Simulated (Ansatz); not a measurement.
# C₂H₅Al: a spread of methods and bases

Aim: run C₂H₅Al under a spread of inputs, and see what each costs and gives.

Program: Ansatz 0.2.0, Gaussian basis. Level of theory: the settings change from run to run. These are calculated values, not measurements.

## 1. The molecule

The geometry comes from an earlier relaxation with PBE0-D4 in a triple-zeta def2 set; it is a stationary point, not always the lowest conformer.

SMILES `[CH2]1[CH2][AlH]1`, 8 atoms, charge 0, spin multiplicity 1.

Atoms are counted from 1 here; the program's logs count them from 0.

Bond lengths: C1–C2 1.585 Å, C1–Al3 1.905 Å, C1–H4 1.089 Å, C1–H5 1.089 Å, C2–Al3 1.905 Å, C2–H6 1.089 Å, C2–H7 1.089 Å, Al3–H8 1.574 Å. Angles: C2–C1–Al3 65.4°, C2–C1–H4 114.8°, C2–C1–H5 114.7°, Al3–C1–H4 122.1°, Al3–C1–H5 122.0°, H4–C1–H5 110.0°, C1–C2–Al3 65.4°, C1–C2–H6 114.7°, C1–C2–H7 114.7°, Al3–C2–H6 122.1°, Al3–C2–H7 122.1°, H6–C2–H7 110.0°, C1–Al3–C2 49.1°, C1–Al3–H8 155.4°, C2–Al3–H8 155.4°.

## 2. wB97M-V/def2-TZVPP

Set apart from the defaults: relativity set to scalar.

Input file in.yaml:

```yaml
crystal:
  periodic: [false, false, false]
  atoms:
    - {symbol: C, position_ang: [-0.720477, 0.214947, -0.471521]}
    - {symbol: C, position_ang: [0.762368, 0.479068, 0.020700]}
    - {symbol: Al, position_ang: [-0.018256, -1.127499, 0.683874]}
    - {symbol: H, position_ang: [-0.823882, 0.058983, -1.544175]}
    - {symbol: H, position_ang: [-1.450912, 0.946724, -0.130058]}
    - {symbol: H, position_ang: [0.884912, 1.363170, 0.644356]}
    - {symbol: H, position_ang: [1.512230, 0.474108, -0.768801]}
    - {symbol: H, position_ang: [-0.053984, -2.466603, 1.509824]}
basis:
  gaussian: {orbitals: def2-TZVPP}
hamiltonian: {xc: {name: wB97M-V}, pseudopotentials: {relativity: scalar}}
```

On the command line:

```bash
$ ansatz run in.yaml --threads 2 --pin off --events-out ev --progress --plain --max-ram 4352MiB
```

Log, shortened:

```text
Functional definition: wB97M-V
  name "wB97M-V"
  cite "Mardirossian & Head-Gordon, J. Chem. Phys. 144, 214110 (2016) doi:10.1063/1.4952647"
  cite "Becke, J. Chem. Phys. 107, 8554 (1997) doi:10.1063/1.475007"
  cite "Vydrov & Van Voorhis, J. Chem. Phys. 133, 244103 (2010) doi:10.1063/1.3521275"
  # Of w^i u^j: cxij and so on, Table III.
[...]
  gx(w, u) = 1 - cx + cx01*u + cx10*w
  gss(w, u) = css00 + css04*u^4 + css10*w + css20*w^2 + css43*w^4*u^3
  gos(w, u) = cos00 + cos10*w + (cos20 + cos21*u)*w^2 + (cos60 + cos61*u)*w^6
[...]
      + integral(e_c_pw_mod_opposite_spin*gos(b97_w_opposite, b97_u_opposite)) + vv10(b, c)
927 factors; their error is unknown
246 factors; integrals over basis functions are off by at most 1.4e-5 eV
[...]
mean field -8761.26525983 eV, -321.9705597000 hartree, gradient 4.6e-5 eV, S^2 0.000000; 0 other end points of the search recorded, 0 dependent functions left out
reference -8761.26530857 eV, -321.9705614909 hartree; 15, 15 occupied and 159, 159 virtual orbitals, 927 factors
Total energy: -8761.26530857 eV, -321.9705614909 hartree
Relativity: scalar
```

Wall time 7 s (2 threads of Arm Neoverse V1, shared host); peak memory 0.41 GiB.

## 3. B3LYP5/def2-TZVP

Options: high accuracy.

Changes to in.yaml since step 2:

```diff
@@ -12,3 +12,5 @@
 basis:
-  gaussian: {orbitals: def2-TZVPP}
-hamiltonian: {xc: {name: wB97M-V}, pseudopotentials: {relativity: scalar}}
+  gaussian: {orbitals: def2-TZVP}
+hamiltonian: {xc: {name: B3LYP5}}
+accuracy: high
+output: {forces: true}
```

The command is unchanged.

Log, shortened:

```text
Functional definition: B3LYP5
  name "B3LYP5"
  cite "Stephens, Devlin, Chabalowski & Frisch, J. Phys. Chem. 98, 11623 (1994) doi:10.1021/j100096a001"
  cite "Becke, Phys. Rev. A 38, 3098 (1988) doi:10.1103/PhysRevA.38.3098"
  cite "Lee, Yang & Parr, Phys. Rev. B 37, 785 (1988) doi:10.1103/PhysRevB.37.785"
  cite "Vosko, Wilk & Nusair, Can. J. Phys. 58, 1200 (1980) doi:10.1139/p80-159"
[...]
2367 factors; integrals over basis functions are off by at most 3.7e-9 eV
[...]
mean field -8749.18859626 eV, -321.5267504997 hartree, gradient 3.5e-8 eV, S^2 0.000000; 0 other end points of the search recorded, 0 dependent functions left out
[...]
reference -8749.18863541 eV, -321.5267519383 hartree; 15, 15 occupied and 114, 114 virtual orbitals, 2367 factors
Total energy: -8749.18863541 eV, -321.5267519383 hartree
Atom 0 at    -0.720477     0.214947    -0.471521 Å, force    -0.249668     0.011797    -0.117734 eV/Å
Atom 1 at     0.762368     0.479068     0.020700 Å, force     0.252463     0.100902     0.048155 eV/Å
Atom 2 at    -0.018256    -1.127499     0.683874 Å, force    -0.004734    -0.172026     0.106409 eV/Å
Atom 3 at    -0.823882     0.058983    -1.544175 Å, force    -0.009156     0.015708     0.020374 eV/Å
Atom 4 at    -1.450912     0.946724    -0.130058 Å, force     0.009441    -0.011485    -0.023153 eV/Å
Atom 5 at     0.884912     1.363170     0.644356 Å, force     0.009794    -0.011598    -0.022770 eV/Å
Atom 6 at     1.512230     0.474108    -0.768801 Å, force    -0.009604     0.015820     0.020218 eV/Å
Atom 7 at    -0.053984    -2.466603     1.509824 Å, force     0.001464     0.050882    -0.031498 eV/Å
Dipole moment:    -0.003827    -0.145060     0.089400 e Å
```

Wall time 8.5 s (2 threads of Arm Neoverse V1, shared host); peak memory 0.43 GiB.

Largest force 0.276 eV/Å, dipole 0.82 D.

## 4. PBE0-DH/def2-TZVPP

Set apart from the defaults: charge +1, multiplicity 2, a grid of angular degree 47, the search for lower states set to off.

Changes to in.yaml since step 3:

```diff
@@ -12,5 +12,7 @@
 basis:
-  gaussian: {orbitals: def2-TZVP}
-hamiltonian: {xc: {name: B3LYP5}}
-accuracy: high
+  gaussian: {orbitals: def2-TZVPP, final_grid: {core_spheres: 20, valence_spheres: 16, degree: 47}}
+total_charge: 1
+magnetization: {spin_polarized: true, initial_magnetization: 1}
+hamiltonian: {xc: {name: PBE0-DH}}
+scf: {lower_state_search: off}
 output: {forces: true}
```

Same command.

Log, shortened:

```text
Functional definition: PBE0-DH
  name "PBE0-DH"
  cite "Brémond & Adamo, J. Chem. Phys. 135, 024106 (2011) doi:10.1063/1.3604569"
  cite "Perdew, Burke & Ernzerhof, Phys. Rev. Lett. 77, 3865 (1996) doi:10.1103/PhysRevLett.77.3865"
[...]
1008 factors; integrals over basis functions are off by at most 1.1e-3 eV
[...]
mean field -8735.43755949 eV, -321.0214092189 hartree, gradient 2.0e-6 eV, S^2 0.759252; 0 other end points of the search recorded, 0 dependent functions left out
7 core orbitals not correlated: weight in the atoms' cores, before any rotation towards them, 1.000 or more for the frozen orbitals, at most 0.000 for the correlated occupied ones
reference -8735.43757983 eV, -321.0214099667 hartree; 8, 7 occupied and 159, 160 virtual orbitals, 1008 factors
second order -13.05528938 eV of doubles, -0.00000000 eV of singles
[...]
Total energy: -8737.06949101 eV, -321.0813815961 hartree
Atom 0 at    -0.720477     0.214947    -0.471521 Å, force     2.470394     2.846127    -0.689188 eV/Å
Atom 1 at     0.762368     0.479068     0.020700 Å, force    -2.342190     1.986140    -2.290736 eV/Å
Atom 2 at    -0.018256    -1.127499     0.683874 Å, force    -0.070935    -2.666534     1.644766 eV/Å
Atom 3 at    -0.823882     0.058983    -1.544175 Å, force     0.087255    -0.749071     0.195058 eV/Å
Atom 4 at    -1.450912     0.946724    -0.130058 Å, force    -0.087948    -0.500874     0.588306 eV/Å
Atom 5 at     0.884912     1.363170     0.644356 Å, force    -0.120200    -0.506651     0.579378 eV/Å
Atom 6 at     1.512230     0.474108    -0.768801 Å, force     0.054372    -0.753407     0.184869 eV/Å
Atom 7 at    -0.053984    -2.466603     1.509824 Å, force     0.009252     0.344270    -0.212453 eV/Å
Dipole moment:    -0.002594    -0.098171     0.060479 e Å
Checks for a lower state left out: starts, cluster_reference, orbital_swaps, neighbouring_geometries, increment
```

It took 27 s on 2 threads of Arm Neoverse V1, shared host; peak memory 0.88 GiB.

Largest force 3.831 eV/Å, ⟨S²⟩ 0.759.

## 5. HSE06/6-31++G**

This run has coordinates scaled by 1.05, D4 dispersion.

Input file in.yaml:

```yaml
crystal:
  periodic: [false, false, false]
  atoms:
    - {symbol: C, position_ang: [-0.756501, 0.225695, -0.495097]}
    - {symbol: C, position_ang: [0.800486, 0.503022, 0.021735]}
    - {symbol: Al, position_ang: [-0.019169, -1.183874, 0.718067]}
    - {symbol: H, position_ang: [-0.865076, 0.061933, -1.621383]}
    - {symbol: H, position_ang: [-1.523457, 0.994061, -0.136561]}
    - {symbol: H, position_ang: [0.929157, 1.431328, 0.676574]}
    - {symbol: H, position_ang: [1.587842, 0.497814, -0.807241]}
    - {symbol: H, position_ang: [-0.056683, -2.589933, 1.585315]}
basis:
  gaussian: {orbitals: "6-31++G**"}
hamiltonian: {xc: {name: HSE06}, dispersion: d4}
output: {forces: true}
```

The command is unchanged.

Log, shortened:

```text
Functional definition: HSE06
  name "HSE06"
  cite "Heyd, Scuseria & Ernzerhof, J. Chem. Phys. 118, 8207 (2003) doi:10.1063/1.1564060"
  cite "Krukau, Vydrov, Izmaylov & Scuseria, J. Chem. Phys. 125, 224106 (2006) doi:10.1063/1.2404663"
  cite "Heyd & Scuseria, J. Chem. Phys. 120, 7274 (2004) doi:10.1063/1.1668634"
  cite "Ernzerhof & Perdew, J. Chem. Phys. 109, 3313 (1998) doi:10.1063/1.476928"
  cite "Perdew, Burke & Ernzerhof, Phys. Rev. Lett. 77, 3865 (1996) doi:10.1103/PhysRevLett.77.3865"
  parent pbe
[...]
  # The whole range is PBE's own exchange, as in plane waves. The composition of these papers is wPBEh.
[...]
811 factors; integrals over basis functions are off by at most 1.0e-3 eV
108 factors; integrals over basis functions are off by at most 1.5e-6 eV
[...]
mean field -8743.76807598 eV, -321.3275500535 hartree, gradient 1.5e-5 eV, S^2 0.000000; 0 other end points of the search recorded, 0 dependent functions left out
[...]
reference -8743.76814849 eV, -321.3275527180 hartree; 15, 15 occupied and 76, 76 virtual orbitals, 811 factors
Total energy: -8743.85703268 eV, -321.3308191518 hartree
Atom 0 at    -0.756501     0.225695    -0.495097 Å, force     0.325433     0.260454    -0.017788 eV/Å
Atom 1 at     0.800486     0.503022     0.021735 Å, force    -0.314942     0.145415    -0.232338 eV/Å
Atom 2 at    -0.019169    -1.183874     0.718067 Å, force     0.022446     0.852672    -0.525431 eV/Å
Atom 3 at    -0.865076     0.061933    -1.621383 Å, force     0.188015     0.225205     1.502821 eV/Å
Atom 4 at    -1.523457     0.994061    -0.136561 Å, force     1.057759    -1.006756    -0.460003 eV/Å
Atom 5 at     0.929157     1.431328     0.676574 Å, force    -0.214079    -1.234078    -0.880591 eV/Å
Atom 6 at     1.587842     0.497814    -0.807241 Å, force    -1.084927     0.000071     1.080358 eV/Å
Atom 7 at    -0.056683    -2.589933     1.585315 Å, force     0.020294     0.757015    -0.467027 eV/Å
Dipole moment:    -0.004221    -0.159825     0.098509 e Å
```

Run time: 1.8 s. Hardware: 2 threads of Arm Neoverse V1, shared host.

Largest force 1.531 eV/Å, dipole 0.90 D.

## 6. BCCD(T)/def2-TZVPD

Options: relativity set to none.

Input file in.yaml:

```yaml
crystal:
  periodic: [false, false, false]
  atoms:
    - {symbol: C, position_ang: [-0.720477, 0.214947, -0.471521]}
    - {symbol: C, position_ang: [0.762368, 0.479068, 0.020700]}
    - {symbol: Al, position_ang: [-0.018256, -1.127499, 0.683874]}
    - {symbol: H, position_ang: [-0.823882, 0.058983, -1.544175]}
    - {symbol: H, position_ang: [-1.450912, 0.946724, -0.130058]}
    - {symbol: H, position_ang: [0.884912, 1.363170, 0.644356]}
    - {symbol: H, position_ang: [1.512230, 0.474108, -0.768801]}
    - {symbol: H, position_ang: [-0.053984, -2.466603, 1.509824]}
basis:
  gaussian: {orbitals: def2-TZVPD}
hamiltonian: {xc: {name: HF}, pseudopotentials: {relativity: none}}
correlation: {method: bccd_t}
```

The command is unchanged.

Log, shortened:

```text
Functional definition: HF
  name "HF"
  cite "Fock, Z. Phys. 61, 126 (1930) doi:10.1007/BF01340294"
  parent pbe
[...]
1113 factors; integrals over basis functions are off by at most 9.5e-4 eV
[...]
mean field -8721.73449333 eV, -320.5178308259 hartree, gradient 3.3e-6 eV, S^2 0.000000; 0 other end points of the search recorded, 0 dependent functions left out
7 core orbitals not correlated: weight in the atoms' cores, before any rotation towards them, 1.000 or more for the frozen orbitals, at most 0.000 for the correlated occupied ones
reference -8721.73449333 eV, -320.5178308259 hartree; 8, 8 occupied and 147, 147 virtual orbitals, 1113 factors
second order -11.21766323 eV of doubles, -0.00000000 eV of singles
cycle   1  -11.75875818 eV  change   -5.4e-1 eV  update   7.6e-2
[...]
cycle   9  -12.12163431 eV  change   -3.1e-6 eV  update   1.7e-5
perturbative correction -0.52596002 eV, -0.0193286741 hartree
Total energy: -8734.38208765 eV, -320.9826213445 hartree
```

Wall time 19 s (2 threads of Arm Neoverse V1, shared host); peak memory 1.6 GiB.

## 7. RPA/6-31G

This run has high accuracy.

Changes to in.yaml since step 6:

```diff
@@ -12,4 +12,5 @@
 basis:
-  gaussian: {orbitals: def2-TZVPD}
-hamiltonian: {xc: {name: HF}, pseudopotentials: {relativity: none}}
-correlation: {method: bccd_t}
+  gaussian: {orbitals: 6-31G}
+hamiltonian: {xc: {name: PBE0}}
+correlation: {method: rpa}
+accuracy: high
```

Launched as before.

Log, shortened:

```text
Functional definition: PBE0
  name "PBE0"
  cite "Adamo & Barone, J. Chem. Phys. 110, 6158 (1999) doi:10.1063/1.478522"
  cite "Perdew, Burke & Ernzerhof, Phys. Rev. Lett. 77, 3865 (1996) doi:10.1103/PhysRevLett.77.3865"
  parent pbe
[...]
1074 factors; integrals over basis functions are off by at most 3.7e-9 eV
[...]
mean field -8743.21031381 eV, -321.3070526716 hartree, gradient 6.5e-8 eV, S^2 0.000000; 0 other end points of the search recorded, 0 dependent functions left out
7 core orbitals not correlated: weight in the atoms' cores, before any rotation towards them, 1.000 or more for the frozen orbitals, at most 0.000 for the correlated occupied ones
reference -8718.75311858 eV, -320.4082673247 hartree; 8, 8 occupied and 26, 26 virtual orbitals, 1074 factors
Total energy: -8728.03701887 eV, -320.7494443675 hartree
```

Run time: 2.3 s. Hardware: 2 threads of Arm Neoverse V1, shared host.

## 8. RPA/def2-SVP

This run has density fitting with def2-universal-jkfit.

Changes to in.yaml since step 7:

```diff
@@ -12,5 +12,4 @@
 basis:
-  gaussian: {orbitals: 6-31G}
-hamiltonian: {xc: {name: PBE0}}
+  gaussian: {orbitals: def2-SVP, fitting: {mean_field: def2-universal-jkfit}}
+hamiltonian: {xc: {name: HF}}
 correlation: {method: rpa}
-accuracy: high
```

The command is unchanged.

Log:

```text
Functional definition: HF
  name "HF"
  cite "Fock, Z. Phys. 61, 126 (1930) doi:10.1007/BF01340294"
  parent pbe
  exchange = exact_x
  correlation = 0
368 factors; integrals over basis functions are off by at most 3.8e-1 eV
mean field evaluation 1: about -8713.9442 eV, gradient 3.2e1 eV
mean field evaluation 2: about -8716.3062 eV, gradient 1.7e1 eV
mean field evaluation 4: about -8717.1133 eV, gradient 3.4e-1 eV
mean field -8717.11425525 eV, -320.3480402081 hartree, gradient 2.4e-6 eV, S^2 0.000000; 0 other end points of the search recorded, 0 dependent functions left out
7 core orbitals not correlated: weight in the atoms' cores, before any rotation towards them, 1.000 or more for the frozen orbitals, at most 0.000 for the correlated occupied ones
reference -8717.11425525 eV, -320.3480402081 hartree; 8, 8 occupied and 56, 56 virtual orbitals, 368 factors
Total energy: -8728.52034055 eV, -320.7672061115 hartree
```

Run time: 0.25 s. Hardware: 2 threads of Arm Neoverse V1, shared host.

## 9. wPBEh/cc-pVTZ

Options: density fitting with def2-universal-jkfit.

Changes to in.yaml since step 8:

```diff
@@ -12,4 +12,4 @@
 basis:
-  gaussian: {orbitals: def2-SVP, fitting: {mean_field: def2-universal-jkfit}}
-hamiltonian: {xc: {name: HF}}
-correlation: {method: rpa}
+  gaussian: {orbitals: cc-pVTZ, fitting: {mean_field: def2-universal-jkfit}}
+hamiltonian: {xc: {name: wPBEh}}
+output: {forces: true}
```

Same command.

Log, shortened:

```text
Functional definition: wPBEh
  name "wPBEh"
  cite "Heyd, Scuseria & Ernzerhof, J. Chem. Phys. 118, 8207 (2003) doi:10.1063/1.1564060"
  cite "Krukau, Vydrov, Izmaylov & Scuseria, J. Chem. Phys. 125, 224106 (2006) doi:10.1063/1.2404663"
  cite "Heyd & Scuseria, J. Chem. Phys. 120, 7274 (2004) doi:10.1063/1.1668634"
  cite "Ernzerhof & Perdew, J. Chem. Phys. 109, 3313 (1998) doi:10.1063/1.476928"
  cite "Perdew, Burke & Ernzerhof, Phys. Rev. Lett. 77, 3865 (1996) doi:10.1103/PhysRevLett.77.3865"
  parent pbe
[...]
368 factors; integrals over basis functions are off by at most 1.1e0 eV
368 factors; integrals over basis functions are off by at most 1.8e-7 eV
[...]
mean field -8746.19964879 eV, -321.4169087061 hartree, gradient 2.1e-5 eV, S^2 0.000000; 0 other end points of the search recorded, 0 dependent functions left out
[...]
reference -8746.19969070 eV, -321.4169102461 hartree; 15, 15 occupied and 149, 149 virtual orbitals, 368 factors
Total energy: -8746.19969070 eV, -321.4169102461 hartree
Atom 0 at    -0.720477     0.214947    -0.471521 Å, force    -0.040335     0.087347    -0.072303 eV/Å
Atom 1 at     0.762368     0.479068     0.020700 Å, force     0.045177     0.102234    -0.044699 eV/Å
Atom 2 at    -0.018256    -1.127499     0.683874 Å, force    -0.003319    -0.119088     0.073766 eV/Å
Atom 3 at    -0.823882     0.058983    -1.544175 Å, force     0.001597     0.003952     0.040520 eV/Å
Atom 4 at    -1.450912     0.946724    -0.130058 Å, force     0.024674    -0.029534    -0.013053 eV/Å
Atom 5 at     0.884912     1.363170     0.644356 Å, force    -0.001890    -0.034443    -0.021579 eV/Å
Atom 6 at     1.512230     0.474108    -0.768801 Å, force    -0.025752    -0.000703     0.031442 eV/Å
Atom 7 at    -0.053984    -2.466603     1.509824 Å, force    -0.000153    -0.009765     0.005905 eV/Å
Dipole moment:    -0.003541    -0.134271     0.082748 e Å
```

Run time: 2.2 s. Hardware: 2 threads of Arm Neoverse V1, shared host.

Largest force 0.140 eV/Å, dipole 0.76 D.

## 10. All runs side by side

| level | charge | multiplicity | geometry | functions | energy (eV) | time |
| --- | --- | --- | --- | --- | --- | --- |
| wB97M-V/def2-TZVPP | 0 | 1 | relaxed | 174 | -8761.265 | 7 s |
| B3LYP5/def2-TZVP | 0 | 1 | relaxed | 129 | -8749.189 | 8.5 s |
| PBE0-DH/def2-TZVPP | 1 | 2 | relaxed | 174 | -8737.069 | 27 s |
| HSE06/6-31++G** | 0 | 1 | scaled | 91 | -8743.857 | 1.8 s |
| BCCD(T)/def2-TZVPD | 0 | 1 | relaxed | 162 | -8734.382 | 19 s |
| RPA/6-31G | 0 | 1 | relaxed | 41 | -8728.037 | 2.3 s |
| RPA/def2-SVP | 0 | 1 | relaxed | 71 | -8728.520 | 0.25 s |
| wPBEh/cc-pVTZ | 0 | 1 | relaxed | 164 | -8746.200 | 2.2 s |

## 11. Results

| quantity | value |
| --- | --- |
| runs | 8 |
| quickest | RPA/def2-SVP, 0.25 s |
| slowest | PBE0-DH/def2-TZVPP, 27 s |
| spread of total energies, same state and geometry | 33.2 eV |
| dipole, same state and geometry | 0.76 to 0.82 D |

In words: PBE0-DH/def2-TZVPP took 106 times as long as RPA/def2-SVP. The jobs differ in tasks and options as well as level. The totals spread over 33 eV; they can't be compared across methods or bases. Some of these runs are scalar-relativistic and others not, which shifts the totals of all-electron atoms past neon by eV; core potentials, where a basis has them, take the core out of the total altogether. At the PBE0-D4/def2-TZVP geometry and in the same state, runs without warnings or point charges leave forces up to 0.28 eV/Å (B3LYP5/def2-TZVP), against 1.5 eV/Å where the atoms were moved.
